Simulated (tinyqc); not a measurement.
Inside a calculation. Method: Pariser-Parr-Pople SCF with singles CI, for the molecule c1ccccc1 (SMILES; centres numbered as the heavy atoms are written). One step of it, computed by the program tinyqc.

Problem. Iteration 2: orbitals and new P. Diagonalise F (the basis is taken as orthonormal) and form P = 2 sum c c over the lowest orbitals.

F (eV), order 1C, 2C, 3C, 4C, 5C, 6C:
```
[[-5.595000, -4.132113, 0.000000, 0.586197, 0.000000, -4.132113],
 [-4.132113, -5.595000, -4.131812, 0.000000, 0.586373, 0.000000],
 [0.000000, -4.131812, -5.595000, -4.132113, 0.000000, 0.586373],
 [0.586197, 0.000000, -4.132113, -5.595000, -4.132113, 0.000000],
 [0.000000, 0.586373, 0.000000, -4.132113, -5.595000, -4.131812],
 [-4.132113, 0.000000, 0.586373, 0.000000, -4.131812, -5.595000]]
```

pi electrons, sum of z_r less the charge = 6

Give: orbital energies; P after iteration 2.

Solution.

orbital energies (eV): [-13.273, -10.313, -10.313, -0.877, -0.877, 2.083]

P after iteration 2, order 1C, 2C, 3C, 4C, 5C, 6C:
```
[[1.000, 0.667, 0.000, -0.333, 0.000, 0.667],
 [0.667, 1.000, 0.667, 0.000, -0.333, 0.000],
 [0.000, 0.667, 1.000, 0.667, 0.000, -0.333],
 [-0.333, 0.000, 0.667, 1.000, 0.667, 0.000],
 [0.000, -0.333, 0.000, 0.667, 1.000, 0.667],
 [0.667, 0.000, -0.333, 0.000, 0.667, 1.000]]
```
